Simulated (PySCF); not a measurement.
Cost of one run: spin–spin coupling job, 3,3-dimethyloxetane, `CC1(C)COC1`.

Method: B3LYP/pcJ-1 indirect spin-spin coupling, non-relativistic, gas phase (PySCF 2.14.0, density-fitted response routines). Geometry: GFN2-xTB. Work: spin–spin couplings from 15 perturbed nuclei, spin–dipole term left out, density fitting. A driver script takes a list of jobs; this job's settings line and coordinates (Å) are shown.

Command:
```bash
OMP_NUM_THREADS=1 python probes_run.py task.json out
```

Input:
```
{"job": {"kind": "j", "xc": "B3LYP", "basis": "pcJ-1"}, "charge": 0, "multiplicity": 1}
C     -1.122032    -0.272051     1.047650
C     -0.049934     0.043019     0.015739
C     -0.247662     1.432096    -0.571593
C      1.389386    -0.270814     0.464494
O      1.521876    -1.284075    -0.533830
C      0.195790    -1.069858    -1.020038
H     -1.084837     0.452383     1.858978
H     -0.977229    -1.266204     1.464075
H     -2.107392    -0.229050     0.587746
H      0.519717     1.653442    -1.309688
H     -1.221243     1.499629    -1.053147
H     -0.197382     2.181698     0.215844
H      1.489539    -0.680239     1.473819
H      2.116651     0.533858     0.323841
H     -0.426389    -1.962559    -0.908673
H      0.193542    -0.752332    -2.066627
```

Hardware: Arm Neoverse V2, one thread, shared host with 48 logical CPUs at a one-minute load of 9.6. PySCF's memory limit was set to 1040 MB.

The basis has 262 functions.

**Question.** Estimate the wall time.

**Answer.** About 37 s. The SCF took 13 cycles.

**Question.** Estimate the peak memory.

**Answer.** About 1.1 GiB. Peak memory is the resident size of the whole Python process, interpreter and libraries included.

The SCF part of the output:
```
coarse grid: 12720 points
cycle   1  E = -271.5964550430  dE =  6.193e-01  |g| = 6.936e-01  |ddm| = 3.007e+00
cycle   2  E = -271.4779839711  dE =  1.185e-01  |g| = 1.066e+00  |ddm| = 1.776e+00
cycle   3  E = -271.6902946499  dE = -2.123e-01  |g| = 1.235e-01  |ddm| = 1.219e+00
cycle   4  E = -271.6927362244  dE = -2.442e-03  |g| = 5.120e-02  |ddm| = 1.094e-01
cycle   5  E = -271.6933144604  dE = -5.782e-04  |g| = 8.047e-03  |ddm| = 4.315e-02
cycle   6  E = -271.6933254961  dE = -1.104e-05  |g| = 3.399e-03  |ddm| = 8.349e-03
cycle   7  E = -271.6933280215  dE = -2.525e-06  |g| = 2.518e-04  |ddm| = 2.581e-03
final grid: 120968 points
cycle   8  E = -271.7549567809  dE = -1.411e-04  |g| = 8.341e-03  |ddm| = 2.962e-02
cycle   9  E = -271.7549439710  dE =  1.281e-05  |g| = 1.145e-02  |ddm| = 1.327e-02
cycle  10  E = -271.7549709631  dE = -2.699e-05  |g| = 1.529e-03  |ddm| = 8.451e-03
cycle  11  E = -271.7549713079  dE = -3.448e-07  |g| = 6.553e-04  |ddm| = 1.870e-03
cycle  12  E = -271.7549713882  dE = -8.024e-08  |g| = 7.040e-05  |ddm| = 5.584e-04
cycle  13  E = -271.7549713891  dE = -9.583e-10  |g| = 2.475e-05  |ddm| = 7.553e-05
converged SCF energy = -271.7549713891
```

On the final grid dE counts from the start density on that grid.

The host was shared with other jobs, so the times are rough.
